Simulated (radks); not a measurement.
**N²⁻ held by a Watson sphere**

One table from this session's results is given with a row withheld; the runs are named, their logs left out.

Method: non-relativistic Kohn-Sham, r2SCAN, spin-polarised, spherical densities, point nucleus; open shells are filled with parallel spins first. Code: radks (a radial shooting solver on a logarithmic mesh, Libxc functionals) version 1.

## The atom as given

```
element       : nitrogen (Z = 7)
charge        : -2
electrons     : 9
configuration : [He] 2s2 2p5
```

The outer shells:

N²⁻
```
[He] core
2s [↑↓]
2p [↑↓][↑↓][↑ ]
```

The first run:

Settings of this run:

```text
Z 7
configuration [He] 2s2 2p5
relativity non-relativistic
functional r2scan,r2scan
spin polarised
nucleus point
watson charge 2.71 radius 1.61 bohr
```

Run with:

```bash
$ python run_ks.py task.json out
```

The same process makes all the runs of this session.

Steps of the session up to this table: R = 1.61 bohr; R = 1.69 bohr; R = 1.83 bohr; R = 3 bohr; R = 3.03 bohr; R = 3.65 bohr; R = 3.89 bohr; R = 3.9 bohr.

One table of the session follows, with a row left open; its other results are not shown here.

| R (bohr) | highest level (eV) | its <r> (bohr) | sum of <r²> (bohr²) |
| --- | --- | --- | --- |
| 1.61 | -16.424 | 1.489 | 17.82 |
| 1.69 | -15.908 | 1.519 | 18.47 |
| 1.83 | -15.043 | 1.570 | 19.59 |
| 3 | -9.563 | 1.965 | 28.60 |
| 3.03 | ? | ? | ? |
| 3.65 | -7.604 | 2.207 | 33.74 |
| 3.89 | -7.025 | 2.312 | 35.78 |
| 3.9 | -7.002 | 2.317 | 35.87 |

Q: Estimate the row for R (bohr) = 3.03 from the others.

Worked estimate for «highest level (eV)». A straight line through the neighbours (3, -9.563) and (3.65, -7.604) gives -9.563 + (-7.604 + 9.563) × (3.03 − 3) / (3.65 − 3) = -9.473; a parabola fitted to 4 rows on both sides gives -9.463.

As computed: highest level (eV): -9.458; its <r> (bohr): 1.975; sum of <r²> (bohr²): 28.83. In «highest level (eV)» the line misses by -0.015 and the parabola by -0.005.

A wider sphere makes a shallower well, so the ion swells.
